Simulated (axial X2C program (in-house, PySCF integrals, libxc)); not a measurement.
# Outer orbitals of PH⁺ at 1.439 Å, HF

Calculated with an in-house all-electron X2C program for linear molecules (integrals from PySCF). Spin-free means the one-electron spin-free X2C Hamiltonian; two-component (2c) means X2C with spin–orbit coupling and atomic mean-field two-electron Coulomb and Gaunt terms, so the difference of the two also holds small scalar two-electron terms. Basis: P dyall-v3z [8s7p2d1f], H dyall-v3z [6s2p1d] (cores contracted in-house); Gaussian nuclei, density fitting, unrestricted open shells. Masses: P 30.974 u, H 1.008 u.

The distance is close to the 2c PBE0 minimum; the highest filled and lowest empty levels are listed.

Spin-free orbitals, state M_S = 1/2, Λ = 1 (beyond evenly filled blocks: π+α) (Löwdin shares):

| symmetry | occupied | ε (eV) | atomic character |
| --- | --- | --- | --- |
| σα | yes | -31.03 | 67% P s, 25% H s, 6% H p |
| σβ | yes | -28.78 | 60% P s, 31% H s, 6% H p |
| σα | yes | -21.27 | 58% P p, 25% H s, 13% P s |
| σβ | yes | -20.73 | 58% P p, 20% H s, 19% P s |
| π+α | yes | -19.06 | 96% P p, 4% H p |
| π-α | no | -9.07 | 95% P p, 4% H p |
| π+β | no | -7.63 | 95% P p, 4% H p |
| π-β | no | -7.63 | 95% P p, 4% H p |
| σα | no | -3.09 | 44% H s, 16% H p, 16% P d |

Spinors with spin–orbit coupling (state Ω = 1/2):

```tsv
ω	occupied	ε (eV)	atomic character	λ mixture
-1/2	yes	-31.02	67% P s, 25% H s, 6% H p	100% σ
1/2	yes	-28.77	60% P s, 31% H s, 6% H p	100% σ
-1/2	yes	-21.27	58% P p, 25% H s, 13% P s	100% σ
1/2	yes	-20.73	58% P p, 20% H s, 19% P s	100% σ
1/2	yes	-19.07	96% P p, 4% H p	100% π
-3/2	no	-9.05	95% P p, 4% H p	100% π
-1/2	no	-7.64	95% P p, 4% H p	100% π
3/2	no	-7.61	95% P p, 4% H p	100% π
-1/2	no	-3.09	44% H s, 16% H p, 16% P d	100% σ
```

(1) How does the gap between the highest filled and lowest empty level change from the spin-free to the 2c table?

Mulliken charges and populations of the two-component result (they depend on the basis, above all on diffuse functions):

P 0.88 e (s 5.88 p 8.17 d 0.07), H 0.12 e (s 0.85 p 0.04). ⟨Lz⟩ = 1.00 ħ and ⟨Sz⟩ = -0.50 ħ (-0.52 and 0.02 on the two atoms), which add up to Ω.

One determinant describes the state; a PBE0 search over occupations chose it and may have missed a lower one.

Answers

(1) From 9.99 to 10.02 eV at HF, a change of 0.03 eV.
